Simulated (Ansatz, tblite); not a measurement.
# InCl2Br (InBrCl2): rung by rung

An exercise on one series of results from a longer session: the logs are not shown, and one member is left open.

Program: Ansatz 0.2.0, Gaussian basis. Level of theory: as each input shows. These are calculated values, not measurements.

Plan: GFN1-xTB, GFN2-xTB, PBE-D4/def2-TZVP, r2SCAN-D4/def2-TZVP, ωB97M-V/def2-TZVP, LDA/def2-TZVP, HF/def2-TZVP, B97M-V/def2-TZVP, B2PLYP/def2-TZVP, B3LYP-D4/def2-TZVP, BLYP-D4/def2-TZVP, PBE-D4/def2-SVP, PBE0-D4/def2-SVP, PBE0-D4/def2-TZVPD, PBE-D4/def2-TZVPD, r2SCAN-D4/def2-TZVPD, CCSD(T)/def2-TZVPP, MP2/def2-TZVP, RPA/def2-TZVP.

1 further run of the same task is left out (set aside as unsound or not needed).

## The geometry

The singlet was relaxed beforehand with r2SCAN-D4/def2-SVP.

4 atoms, charge 0, spin multiplicity 1.

Bond lengths: In1–Cl2 2.328 Å, In1–Cl3 2.328 Å, In1–Br4 2.455 Å. Angles: Cl2–In1–Cl3 118.5°, Cl2–In1–Br4 120.7°, Cl3–In1–Br4 120.7°.

In takes a core potential in the def2 sets. No spin-orbit coupling is included.

PBE0-D4/def2-TZVP was run before; its log isn't repeated, and its numbers join the tables.

Set-up of the first run:

Tight binding, by tblite at 300 K electronic temperature and without a spin-polarisation term:

```python
tblite.interface.Calculator('GFN1-xTB', numbers, positions, charge=0, uhf=0).singlepoint()
```

Tight binding, by tblite at 300 K electronic temperature and without a spin-polarisation term:

```python
tblite.interface.Calculator('GFN2-xTB', numbers, positions, charge=0, uhf=0).singlepoint()
```

start.molden holds the orbitals of an earlier run on this state, given as this run's starting guess.

in.yaml

```yaml
crystal:
  periodic: [false, false, false]
  atoms:
    - {symbol: In, position_ang: [0.009713, 0.016368, -0.000045]}
    - {symbol: Cl, position_ang: [2.337625, 0.018980, 0.011985]}
    - {symbol: Cl, position_ang: [-1.104762, 2.060126, -0.018033]}
    - {symbol: Br, position_ang: [-1.242576, -2.095474, 0.006093]}
basis:
  gaussian: {orbitals: def2-TZVP, initial_orbitals: start.molden}
hamiltonian: {xc: pbe, dispersion: d4}
scf: {omitted_lower_state_checks: [starts]}
output: {forces: true, orbitals: {seedname: orbitals}}
```

Launch:

```console
ansatz run in.yaml --threads 4 --pin off --events-out ev --progress --plain --max-ram 3916MiB
```

Among the steps run: PBE-D4/def2-TZVP; r2SCAN-D4/def2-TZVP; ωB97M-V/def2-TZVP; LDA/def2-TZVP; HF/def2-TZVP; B97M-V/def2-TZVP; B2PLYP/def2-TZVP; B3LYP-D4/def2-TZVP; BLYP-D4/def2-TZVP; PBE-D4/def2-SVP; PBE0-D4/def2-SVP; PBE0-D4/def2-TZVPD; PBE-D4/def2-TZVPD; r2SCAN-D4/def2-TZVPD; CCSD(T)/def2-TZVPP; MP2/def2-TZVP; RPA/def2-TZVP.

One table of the session follows, with a row left open; its other results are not shown here.

It belongs to the step «Levels side by side». 

```
               level  HOMO (eV)  LUMO (eV)  gap (eV)
        HF/def2-TZVP     -11.94       0.28     12.21
       LDA/def2-TZVP      -7.86      -4.32      3.54
     PBE-D4/def2-SVP      -7.50      -3.84      3.66
    PBE-D4/def2-TZVP      -7.68      -3.99      3.69
   PBE-D4/def2-TZVPD      -7.71      -4.05      3.66
   BLYP-D4/def2-TZVP      -7.49      -3.93      3.56
 r2SCAN-D4/def2-TZVP      -8.03      -3.84      4.20
r2SCAN-D4/def2-TZVPD      -8.05      -3.87      4.18
    B97M-V/def2-TZVP      -8.08      -3.81      4.27
  B3LYP-D4/def2-TZVP      -8.71      -3.45      5.25
    PBE0-D4/def2-SVP      -8.87      -3.05      5.82
   PBE0-D4/def2-TZVP      -8.99      -3.16      5.83
  PBE0-D4/def2-TZVPD      -9.01      -3.22      5.79
   ωB97M-V/def2-TZVP          ?          ?         ?
```

Estimate the missing values for ωB97M-V/def2-TZVP.

**Answer.** HOMO (eV): -11.20; LUMO (eV): -1.21; gap (eV): 9.99. In the column «HOMO (eV)» it lies between HF/def2-TZVP (-11.94) and PBE0-D4/def2-TZVPD (-9.01).
